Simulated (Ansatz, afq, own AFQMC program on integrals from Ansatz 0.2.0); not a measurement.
# Atomization energy of BNH4, singlet

```yaml
atoms:
  - { symbol: B, position_ang: [0.0000, 0.0000, 0.7672] }
  - { symbol: N, position_ang: [0.0000, 0.0000, -0.6178] }
  - { symbol: H, position_ang: [0.0000, 1.0469, 1.3476] }
  - { symbol: H, position_ang: [0.0000, -1.0469, 1.3476] }
  - { symbol: H, position_ang: [0.0000, 0.8414, -1.1691] }
  - { symbol: H, position_ang: [0.0000, -0.8414, -1.1691] }
```

Connectivity, by distances: BH2–NH2.

Atoms in their ground-state spins without spin–orbit coupling (mostly on UHF) minus the molecule (RHF), without zero-point energy. The geometry is a stationary point, not shown to be a minimum.

Basis cc-pVDZ. Only valence electrons are correlated. Integrals, coupled cluster, full CI and functionals: Ansatz 0.2.0; the random walks run on the same integrals in our own AFQMC program. The CISD trial takes its coefficients from CCSD amplitudes. Released means that phaseless walkers are propagated on without the constraint, phases kept. Error bars are statistical, one sigma. The errors of all members are added in quadrature.

No full CI on the walks' own integrals is used here; CCSDT(Q) serves as the reference and is uncertain by about the last step of the cluster series. Each member takes its own surest rung, up to full CI.

The best estimate is CCSD(T) at the basis-set limit (CBS: def2-TZVPP and def2-QZVPP, with their diffuse functions for anions and beside diffuse sets, CCSD(T) itself extrapolated) plus the step from CCSD(T) to CCSDT(Q) in cc-pVDZ. Rows without CBS are in cc-pVDZ, the functionals in def2-TZVP; B2PLYP and the wave-function rows carry a basis error of their own. Core correlation and relativity beyond core potentials are missing, and ± holds the sampling alone.

Cautions: other spins of the molecule weren't checked.

**Question.** Estimate: order these levels by their error in the atomization energy against the best estimate, smallest first.
A. PBE0
B. CCSD(T)
C. B2PLYP
D. PBE

**Answer.** A (0.4 kcal/mol), C (2.2 kcal/mol), D (7.1 kcal/mol), B (39.5 kcal/mol).

Best estimate: 500.4 kcal/mol.

Best estimates are given only where the step beyond CCSD(T) is under 0.3 eV and no member's determinant is very poor (T1 over 0.05, or 0.07 for open shells, ⟨S²⟩ too high by 0.3, two states mixed), so the hardest cases are missing from such tables.

The functionals ran in a triple-zeta set and keep a basis error of their own, a few kJ/mol for each bond in atomization energies and more for double hybrids, so close places among them and the extrapolated levels can swap.

Each member of a difference takes its own highest rung, so a best estimate needn't equal the limit plus the step of one row. A walk keeps the symmetry of its determinant, which the program's search chose and which needn't be the lowest solution, so a lower state of the same spin and another symmetry isn't excluded.
